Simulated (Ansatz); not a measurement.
A calculation with Ansatz (development build ahead of 0.2.0).

```yaml
crystal:
  periodic: [false, false, false]
  atoms:
    - { symbol: C, position_ang: [0.0, 0.0, 0.0] }
    - { symbol: O, position_ang: [0.0, 0.0, 1.13] }
basis:
  gaussian: { orbitals: pcseg-2 }
hamiltonian:
  xc: hf
```

The input is written out in the form of the current development build from the run's settings.

The run gave:

```json
{
  "Converged": "yes",
  "Total energy": "-112.77817 hartree",
  "Spin squared of the determinant": "0.000",
  "Stability test": "minimum among restricted orbitals"
}
```
